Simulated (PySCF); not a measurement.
Compound: C3H6FP.
Atom-mapped SMILES: `[F:1][CH:2]1[CH2:3][PH:4][CH2:5]1`

NICS = −σ at a ghost point: NICS(0) at the centroid of the ring atoms, NICS(1) 1 Å to either side along the normal of their mean plane, zz for the tensor component along that normal. Level: GIAO PBE0/pcSseg-1 (PySCF, non-relativistic, gas phase) on the GFN2-xTB geometry, one conformer.

Ring bond lengths (Å), with Mayer bond orders in brackets: C2–C3 1.527 (0.99), C3–P4 1.880 (0.97), P4–C5 1.880 (0.97), C5–C2 1.527 (0.99).

Question: What do the NICS probes read (ppm)?

Answer: 
```json
{"ring": "C2–C3–P4–C5", "type": "4-membered ring with P; formal bonds all single", "NICS(0)": "-4.2", "NICS(1), two faces": "-1.8 / -4.3", "NICS(1)zz, two faces": "3.4 / 1.3", "rms pucker (Å)": "0.14", "centre to ring atoms, mean (Å)": "1.19"}
```

Question: What can be read from them?

Answer: 
- C2–C3–P4–C5: mean NICS(1)zz 2.4 ppm, near zero. C2, C3, C5 have four or more neighbours, and the NICS criterion for π rings isn't applied.

Question: What are the shieldings of the ring atoms and their hydrogens in the same run (means over atoms taken as equivalent)?

Answer: 
```csv
atoms,environment,σ isotropic (ppm),"principal values of the symmetric part, first atom (ppm)"
C2,sp3 C–F carbon,97.6,"63.0, 79.3, 150.6"
C3 (×2),sp3 carbon bound to phosphorus,157.6,"140.9, 149.3, 182.6"
P4,phosphine phosphorus,486.5,"436.8, 485.0, 537.6"
H on C2,methine hydrogen,26.38,"23.2, 27.5, 28.4"
H on C3 (×2),methylene hydrogen,29.40,"26.6, 27.6, 34.0"
H on C3 (×2),methylene hydrogen,29.38,"25.8, 26.1, 36.3"
H on P4,P–H hydrogen,28.70,"25.8, 26.2, 34.1"
```
